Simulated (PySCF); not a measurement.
Compound: C3H3NS.
Cartesian coordinates in Å at the GFN2-xTB level; atoms count from 1:
```xyz
8
C3H3NS angstrom
N      2.4052    0.6067    0.7736
C      1.4689    0.2279    0.2365
C      0.2971   -0.2419   -0.4179
C     -1.0378    0.1806    0.0938
S     -0.6458   -1.5369    0.4468
H      0.4168   -0.4082   -1.4847
H     -1.0688    0.8353    0.9552
H     -1.8266    0.3460   -0.6278
```

The closed-shell ground state was solved at several levels (PySCF, density fitting, gas phase, non-relativistic).

| level | basis functions | HOMO (eV) | LUMO (eV) | gap (eV) | dipole (D) |
| --- | --- | --- | --- | --- | --- |
| PBE0/pcSseg-1 | 107 | -7.44 | -1.12 | 6.32 | 3.78 |
| CAM-B3LYP/def2-SVPD | 131 | -8.82 | -0.13 | 8.69 | 3.83 |

Question: What might PBE0/def2-SVPD (131 basis functions) give for the same quantities?

Answer: HOMO -7.47 eV, LUMO -1.23 eV, gap 6.24 eV, dipole 3.79 D.

Question: Over all these levels, which gives the widest orbital gap and which the narrowest?

Answer: CAM-B3LYP/def2-SVPD (range-separated hybrid) has the widest, 8.69 eV, and PBE0/def2-SVPD (global hybrid, 25 % exact exchange) the narrowest, 6.24 eV. The two share the basis. From the narrowest to the widest the HOMO moves by -1.35 eV and the LUMO by +1.10 eV.

Question: How far do the dipole and the HOMO energy spread over the levels?

Answer: The dipole runs from 3.78 to 3.83 D (mean 3.80 D) and the HOMO from -8.82 to -7.44 eV.
